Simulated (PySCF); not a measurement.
# OF: basis, grid and Hamiltonian

The method stays; parts of the set-up, such as the basis or the Hamiltonian, are changed.

Method: method and basis as typed in the scripts; program: PySCF 2.14.0.

2 further runs of the same task are left out: 2 that didn't finish.

## (1) Where the work starts

OF: 2 atoms, charge 0, spin multiplicity 2.

Bond lengths: O1–F2 1.215 Å.

## (2) Base script

input.py reads:

```python
from pyscf import gto, scf

mol = gto.M(
    atom='O 0 0 0; F 0 0 1.215',
    basis='6-31g',
    charge=0,
    spin=1,
    verbose=4,
)
mf = scf.UHF(mol)
mf = mf.density_fit(auxbasis='def2-universal-jkfit')
mf.kernel()
mf.dip_moment()
print('orbital energies (hartree):', [e[max(0, n-3):n+3].round(4) for e, n in zip(mf.mo_energy, mol.nelec)])
```

Run with:

```console
$ python input.py
```

The log of this run is left out.

In short: E(SCF) = -174.051051 Eh, 12 cycles, ⟨S²⟩ = 0.756, μ = 0.15 D.

The bond length is a typed value, not an optimised one.

## (3) 6-31+g*

Variant 1 changes basis set: 6-31g → 6-31+g*.

input.py: that of step 2 with these lines changed.

```diff
@@ -4,3 +4,3 @@
     atom='O 0 0 0; F 0 0 1.215',
-    basis='6-31g',
+    basis='6-31+g*',
     charge=0,
```

Run with:

```console
$ python input.py
```

Log:

```text
PySCF version 2.14.0

[INPUT] verbose = 4
[INPUT] num. atoms = 2
[INPUT] num. electrons = 17
[INPUT] charge = 0
[INPUT] spin (= nelec alpha-beta = 2S) = 1
[INPUT] symmetry False subgroup None
[INPUT] Mole.unit = angstrom
[INPUT] Symbol           X                Y                Z      unit          X                Y                Z       unit  Magmom
[INPUT]  1 O      0.000000000000   0.000000000000   0.000000000000 AA    0.000000000000   0.000000000000   0.000000000000 Bohr   0.0
[INPUT]  2 F      0.000000000000   0.000000000000   1.215000000000 AA    0.000000000000   0.000000000000   2.296017241347 Bohr   0.0

nuclear repulsion = 31.358649536
number of shells = 16
number of NR pGTOs = 62
number of NR cGTOs = 36
basis = 6-31+g*
ecp = {}

******** <class 'pyscf.df.df_jk.DFUHF'> ********
method = DFUHF
initial guess = minao
damping factor = 0
level_shift factor = 0
DIIS = <class 'pyscf.scf.diis.CDIIS'>
diis_start_cycle = 1
diis_space = 8
diis_damp = 0
SCF conv_tol = 1e-09
SCF conv_tol_grad = None
SCF max_cycles = 50
direct_scf = False
number electrons alpha = 9  beta = 8
Set gradient conv threshold to 3.16228e-05
******** <class 'pyscf.df.df.DF'> ********
auxbasis = def2-universal-jkfit
init E= -174.275838685233
[... the frontier-level lines of each cycle are left out ...]

cycle= 1 E= -174.061949284109  delta_E= 0.214  |g|= 0.302  |ddm|=  1.1
cycle= 2 E= -174.104195105733  delta_E= -0.0422  |g|= 0.115  |ddm|= 0.257
cycle= 3 E= -174.110331324583  delta_E= -0.00614  |g|= 0.0392  |ddm|= 0.0767
cycle= 4 E= -174.11243933395  delta_E= -0.00211  |g|= 0.0249  |ddm|= 0.0474
cycle= 5 E= -174.113188572877  delta_E= -0.000749  |g|= 0.0123  |ddm|= 0.0291
cycle= 6 E= -174.113508616595  delta_E= -0.00032  |g|= 0.00571  |ddm|= 0.0226
cycle= 7 E= -174.113570844771  delta_E= -6.22e-05  |g|= 0.00177  |ddm|= 0.0125
cycle= 8 E= -174.113576299657  delta_E= -5.45e-06  |g|= 0.000733  |ddm|= 0.00388
cycle= 9 E= -174.113577418696  delta_E= -1.12e-06  |g|= 0.000316  |ddm|= 0.00179
cycle= 10 E= -174.113577650877  delta_E= -2.32e-07  |g|= 9.56e-05  |ddm|= 0.000963
cycle= 11 E= -174.113577668508  delta_E= -1.76e-08  |g|= 1.96e-05  |ddm|= 0.000276
cycle= 12 E= -174.113577669033  delta_E= -5.25e-10  |g|= 5.51e-06  |ddm|= 4.39e-05
Extra cycle  E= -174.113577669055  delta_E= -2.29e-11  |g|= 2.63e-06  |ddm|= 5.77e-06
converged SCF energy = -174.113577669055  <S^2> = 0.75848752  2S+1 = 2.0084696
Dipole moment(X, Y, Z, Debye):  0.00000,  0.00000,  0.02512
orbital energies (hartree): [array([-0.796 , -0.6121, -0.5451,  0.1609,  0.191 ,  0.2228]), array([-0.764 , -0.7365, -0.5062,  0.0776,  0.1627,  0.1992])]
```

It took 0.92 s on 1 thread, shared host.

Result: E(SCF) = -174.113578 Eh (-1.7014 eV from the base), 12 cycles, ⟨S²⟩ = 0.758, μ = 0.03 D.

## (4) Lanl2dz

Variant 2 changes basis set: 6-31g → lanl2dz.

input.py: that of step 2 with these lines changed.

```diff
@@ -4,3 +4,3 @@
     atom='O 0 0 0; F 0 0 1.215',
-    basis='6-31g',
+    basis='lanl2dz',
     charge=0,
```

Run with:

```console
$ python input.py
```

Log:

```text
[... 14 set-up lines left out, the same as in an earlier log ...]
number of shells = 10
number of NR pGTOs = 50
number of NR cGTOs = 18
basis = lanl2dz
[... 19 set-up lines left out, the same as in an earlier log ...]
init E= -174.323986137199
[... the frontier-level lines of each cycle are left out ...]

cycle= 1 E= -174.068290757931  delta_E= 0.256  |g|= 0.221  |ddm|= 1.28
cycle= 2 E= -174.099090413096  delta_E= -0.0308  |g|= 0.0821  |ddm|= 0.273
cycle= 3 E= -174.103695507837  delta_E= -0.00461  |g|= 0.0335  |ddm|= 0.0823
cycle= 4 E= -174.105481021764  delta_E= -0.00179  |g|= 0.0193  |ddm|= 0.0492
cycle= 5 E= -174.106028748312  delta_E= -0.000548  |g|= 0.0105  |ddm|= 0.0285
cycle= 6 E= -174.10627414905  delta_E= -0.000245  |g|= 0.00467  |ddm|= 0.0231
cycle= 7 E= -174.106319792157  delta_E= -4.56e-05  |g|= 0.00168  |ddm|= 0.0126
cycle= 8 E= -174.106325856219  delta_E= -6.06e-06  |g|= 0.000796  |ddm|= 0.00457
cycle= 9 E= -174.106327683096  delta_E= -1.83e-06  |g|= 0.000225  |ddm|= 0.00343
cycle= 10 E= -174.106327795019  delta_E= -1.12e-07  |g|= 6.05e-05  |ddm|= 0.000781
cycle= 11 E= -174.106327800993  delta_E= -5.97e-09  |g|= 1.22e-05  |ddm|= 0.000181
cycle= 12 E= -174.106327801167  delta_E= -1.74e-10  |g|= 2.16e-06  |ddm|= 2.69e-05
Extra cycle  E= -174.10632780117  delta_E= -3.84e-12  |g|= 1.02e-06  |ddm|= 2.79e-06
converged SCF energy = -174.10632780117  <S^2> = 0.75662489  2S+1 = 2.006614
Dipole moment(X, Y, Z, Debye): -0.00000, -0.00000, -0.17181
orbital energies (hartree): [array([-0.7781, -0.6187, -0.5574,  0.3112,  0.759 ,  0.7918]), array([-0.7461, -0.7355, -0.5152,  0.0855,  0.3453,  0.8152])]
```

It took 0.86 s on 1 thread, shared host.

This run: E(SCF) = -174.106328 Eh (-1.5042 eV from the base), 12 cycles, ⟨S²⟩ = 0.757, μ = 0.17 D.

## (5) Cc-pvdz-dk (X2C on)

Variant 3 changes basis set: 6-31g → cc-pvdz-dk; spin-free X2C: off → on.

input.py: that of step 2 with these lines changed.

```diff
@@ -4,3 +4,3 @@
     atom='O 0 0 0; F 0 0 1.215',
-    basis='6-31g',
+    basis='cc-pvdz-dk',
     charge=0,
@@ -10,2 +10,3 @@
 mf = scf.UHF(mol)
+mf = mf.sfx2c1e()
 mf = mf.density_fit(auxbasis='def2-universal-jkfit')
```

Run with:

```console
$ python input.py
```

Log:

```text
[... 15 set-up lines left out, the same as in an earlier log ...]
number of NR pGTOs = 52
number of NR cGTOs = 28
basis = cc-pvdz-dk
[... 2 set-up lines left out, the same as in an earlier log ...]
******** <class 'pyscf.df.df_jk.DFsfX2C1eUHF'> ********
method = DFsfX2C1eUHF
[... 13 set-up lines left out, the same as in an earlier log ...]
******** <class 'pyscf.x2c.sfx2c1e.SpinFreeX2CHelper'> ********
approx = 1e
xuncontract = 1
[... 3 set-up lines left out, the same as in an earlier log ...]
init E= -174.411896026197
[... the frontier-level lines of each cycle are left out ...]

cycle= 1 E= -174.220414947144  delta_E= 0.191  |g|= 0.299  |ddm|= 1.22
cycle= 2 E= -174.254274639632  delta_E= -0.0339  |g|= 0.0967  |ddm|= 0.211
cycle= 3 E= -174.258980531594  delta_E= -0.00471  |g|= 0.0357  |ddm|= 0.0644
cycle= 4 E= -174.260805887264  delta_E= -0.00183  |g|= 0.0219  |ddm|= 0.0429
cycle= 5 E= -174.2614437901  delta_E= -0.000638  |g|= 0.0112  |ddm|= 0.0275
cycle= 6 E= -174.261697557928  delta_E= -0.000254  |g|= 0.00501  |ddm|= 0.021
cycle= 7 E= -174.261739069302  delta_E= -4.15e-05  |g|= 0.00154  |ddm|= 0.0103
cycle= 8 E= -174.261742870952  delta_E= -3.8e-06  |g|= 0.0007  |ddm|= 0.00299
cycle= 9 E= -174.26174393021  delta_E= -1.06e-06  |g|= 0.000303  |ddm|= 0.00181
cycle= 10 E= -174.261744146134  delta_E= -2.16e-07  |g|= 8.63e-05  |ddm|= 0.001
cycle= 11 E= -174.261744159208  delta_E= -1.31e-08  |g|= 1.48e-05  |ddm|= 0.000255
cycle= 12 E= -174.261744159426  delta_E= -2.18e-10  |g|= 3.1e-06  |ddm|= 2.47e-05
Extra cycle  E= -174.261744159432  delta_E= -6.25e-12  |g|= 1.38e-06  |ddm|= 2.74e-06
converged SCF energy = -174.261744159432  <S^2> = 0.7567046  2S+1 = 2.0066934
Dipole moment(X, Y, Z, Debye): -0.00000, -0.00000, -0.06265
orbital energies (hartree): [array([-0.7846, -0.6022, -0.5356,  0.3641,  1.0706,  1.0871]), array([-0.7549, -0.7249, -0.4995,  0.1122,  0.4024,  1.1065])]
```

Wall time 0.96 s (1 thread, shared host).

Outcome: E(SCF) = -174.261744 Eh, 12 cycles, ⟨S²⟩ = 0.757, μ = 0.06 D.

## (6) All runs together

| run | E(SCF) (hartree) | from base (eV) | cycles | gap, α spin (eV) | SCF dipole (D) | functions |
| --- | --- | --- | --- | --- | --- | --- |
| base | -174.051051 | 0 | 12 | 24.33 | 0.15 | 18 |
| 6-31+g* | -174.113578 | -1.7014 | 12 | 19.21 | 0.03 | 36 |
| lanl2dz | -174.106328 | -1.5042 | 12 | 23.64 | 0.17 | 18 |
| cc-pvdz-dk (X2C on) | -174.261744 | not comparable | 12 | 24.48 | 0.06 | 28 |

Wall time on 1 thread, shared host, start-up included: base 0.96 s; 6-31+g* 0.92 s; lanl2dz 0.86 s; cc-pvdz-dk (X2C on) 0.96 s.

In words: Of the runs whose energies can be compared, “6-31+g*” moves the SCF energy most (-1.701 eV). 6-31+g* (36 functions) gives an energy 1.70 eV lower than 6-31g (18). lanl2dz (18 functions) gives an energy 1.50 eV lower than 6-31g (18).
